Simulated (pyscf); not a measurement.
A first-order saddle from PySCF, ωB97X-D3(BJ)/def2-SVP:

```
Si
H 1 1.5122
H 1 1.5237 2 98.97
H 1 1.6985 2 100.35 3 116.21
P 4 1.6638 1 133.30 2 47.25
P 5 1.9604 4 94.61 1 39.82
H 6 1.5710 5 93.44 4 -5.05
```

Surface: singlet, charge 0. Lowest wavenumbers (cm⁻¹): 665i, 228, 277, 414, 483.

**Question.** Which two sides does it connect, and which bonds change?

**Answer.** `[PH]=[PH]` + `[SiH2]` [singlet] ⇌ `[P]#[P]` + `[SiH4]`, a concerted two-bond exchange read from left to right: H–P, H–P broken and H–Si, H–Si formed. At CCSD(T)/def2-TZVPP + ΔMP2(QZVPP) it lies +0.6 kcal/mol from the left side and +52.8 kcal/mol from the right (each side as separated species at their lowest minima found). On the reactant side the descent ends in an adduct with a H–Si contact, 8.5 kcal/mol under the separated species and 8.7 kcal/mol under the saddle at ωB97X-D3(BJ)/def2-TZVP. What is counted as formed (H–Si) is already present as a longer contact in the reactant adduct; forming that adduct is a step of its own. One saddle was located; it need not be the lowest between these sides. The CCSD(T) − MP2 part came from Ansatz, without density fitting, on the same reference.
